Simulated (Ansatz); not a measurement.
What each rung costs, and what it gives

The pair of HF (SMILES F, atoms 1–2) and CH$_{3}$Cl (SMILES CCl, atoms 3–7), both closed shells, in one local arrangement (a lower one may exist), relaxed at PBE0-D4/def2-TZVP:

F1  (-0.527, -0.111, -2.386)
H2  (-0.783, -0.559, -1.610)
C3  (0.365, 0.246, 0.827)
Cl4  (-0.829, -1.039, 0.510)
H5  (-0.079, 0.953, 1.522)
H6  (0.601, 0.727, -0.119)
H7  (1.250, -0.216, 1.257)
(Å)

Interaction energies are counterpoise-corrected; the time is that of the whole pair.

Ansatz 0.2.0; basis: as named in each row; cores frozen in the correlated methods. B3LYP uses VWN-RPA correlation. Extrapolation: Hartree–Fock as exp(−7.88 √X), correlation as X^−2.97.

Times are rough, for one single point on 2 threads of a shared host (Arm Neoverse V2).

The estimate by CCSD(T) at an estimated basis limit (MP2 extrapolated from triple and quadruple zeta, plus CCSD(T) − MP2 in triple zeta) is -4.72 kcal/mol.

```json
{"method": "PBE-D4", "basis": "def2-TZVPPD", "time (s)": "2", "interaction energy (kcal/mol)": "-5.58", "method less estimate": "-0.86"}
{"method": "revPBE-D4", "basis": "def2-TZVPPD", "time (s)": "2", "interaction energy (kcal/mol)": "-4.61", "method less estimate": "0.11"}
{"method": "BLYP-D4", "basis": "def2-TZVPPD", "time (s)": "2", "interaction energy (kcal/mol)": "-4.86", "method less estimate": "-0.14"}
{"method": "PBE0-D4", "basis": "def2-TZVPPD", "time (s)": "2", "interaction energy (kcal/mol)": "-5.33", "method less estimate": "-0.61"}
{"method": "HSE06-D4", "basis": "def2-TZVPPD", "time (s)": "2", "interaction energy (kcal/mol)": "-5.32", "method less estimate": "-0.60"}
{"method": "B3LYP-D4", "basis": "def2-TZVPPD", "time (s)": "2", "interaction energy (kcal/mol)": "-5.03", "method less estimate": "-0.31"}
{"method": "r2SCAN-D4", "basis": "def2-TZVPPD", "time (s)": "3", "interaction energy (kcal/mol)": "-5.59", "method less estimate": "-0.87"}
{"method": "B2PLYP", "basis": "def2-TZVPPD", "time (s)": "4", "interaction energy (kcal/mol)": "-4.30", "method less estimate": "0.42"}
{"method": "wB97X-V", "basis": "def2-TZVPPD", "time (s)": "6", "interaction energy (kcal/mol)": "-4.99", "method less estimate": "-0.28"}
{"method": "wB97M-V", "basis": "def2-TZVPPD", "time (s)": "6", "interaction energy (kcal/mol)": "-4.95", "method less estimate": "-0.23"}
{"method": "B97M-V", "basis": "def2-TZVPPD", "time (s)": "7", "interaction energy (kcal/mol)": "-5.09", "method less estimate": "-0.37"}
{"method": "MP2", "basis": "def2-QZVPPD", "time (s)": "11", "interaction energy (kcal/mol)": "-4.59", "method less estimate": "0.13"}
{"method": "CCSD(T)", "basis": "def2-TZVPPD", "time (s)": "45", "interaction energy (kcal/mol)": "-4.17", "method less estimate": "0.55"}
```

No T1 diagnostic of these runs exceeds 0.011.
